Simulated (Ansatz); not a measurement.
Calculated with Ansatz (gas phase, PBE0-D4/def2-TZVP geometries, no zero-point term in ΔE). CBS: MP2 limit from def2 TZ/QZ plus the TZ coupled-cluster correction, frozen cores. This one scheme is used for every species. Functionals use def2-TZVPP. B3LYP here is the variant with VWN-RPA as its local correlation; programs differ in this.

Consider the hydrogenolysis of a C–F bond: `Fc1ccsc1` + H₂ → `c1ccsc1` + H–F.

```json
{"level": "revPBE-D4", "ΔE (kJ/mol)": "-91.9"}
{"level": "B3LYP-D4", "ΔE (kJ/mol)": "-96.5"}
{"level": "ωB97X-V", "ΔE (kJ/mol)": "-95.2"}
{"level": "MP2/CBS(def2)", "ΔE (kJ/mol)": "-120.1"}
```

Question: What does CCSD(T)/CBS give? (Best estimate.)

Answer: The calculation gave: -113.0 kJ/mol. The listed levels differ from it by 21.1, 16.5, 17.8, -7.1 kJ/mol.

Largest T1 diagnostic among the species: 0.013.

Leaving LDA and LC-ωPBE aside and taking each functional with its dispersion term where it has one, the values, not all of them listed here, spread over 19.1 kJ/mol, from PBE-QIDH to BLYP-D4. LDA lies +5.5 kJ/mol from PBE without D4. From PBE to PBE0 (25 % exact exchange), in def2-TZVPP and without D4, ΔE moves by −8.0 kJ/mol. At CCSD(T), def2-SVP lies +18.0 kJ/mol from the extrapolated value and def2-TZVPP +4.4 kJ/mol.
